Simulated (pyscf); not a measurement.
This saddle point was located with ωB97X-D3(BJ)/def2-SVP in PySCF.

```xyz
6

B      1.1862     0.6390     0.2474
N      1.0643    -0.4147    -0.4732
H      1.2986     1.6121     0.9127
H      0.3174    -0.8918    -1.1184
Cl     0.8063    -2.5992    -1.9594
H      1.6497    -1.2978    -0.7550
```

Surface: singlet, charge 0. Lowest wavenumbers (cm⁻¹): 1031i, 84, 181, 364, 749.

### Question
Name the species on either side of this saddle.

### Answer
HB=NH + hydrogen chloride (HCl) ⇌ HB=NH + hydrogen chloride (HCl), a four-centre exchange read from left to right: H–N, Cl–H broken and H–N, Cl–H formed. At CCSD(T)/def2-TZVPP + ΔMP2(QZVPP) it lies +158.8 kJ/mol from the left side and +158.8 kJ/mol from the right (each side as separated species at their lowest minima found). The same reactants have a lower exit, to H₂N–BH–Cl (barrier +55.6 kJ/mol at ωB97M-D3(BJ), against +147.3 kJ/mol here). This is the saddle that the search found; another between the same sides may lie lower. The CCSD(T) − MP2 part came from Ansatz, without density fitting, on the same reference.
